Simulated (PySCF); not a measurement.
Diamond-structure Si: correlation energy from several methods in one and the same small orbital space (PySCF; 2 atoms at the zone centre, 8 electrons in 58 orbitals, empty ones MP2 natural orbitals of a TZ basis, lattice constant set to 5.2671 Å). Its volume lies 9 % below that of the crystal's usual cell. It tests the methods against each other and lies far from the crystal's limit.

```tsv
method	E_corr (eV per atom)	share of CCSDT(Q) (%)	difference (meV)
MP2	-1.9074	67.9	902
CCSD	-2.6537	94.4	156
CCSD(T)	-2.7588	98.2	51
CCSDT	-2.8017	99.7	8
CCSDT(Q)	-2.8097	100.0	0
```

MP2, (T) and (Q) use filled levels shifted down by the Madelung term, which in so small a cell is a large part of the gap, so these rows hang on it.

CCSDT(Q) is the highest level reached here, not an exact value.
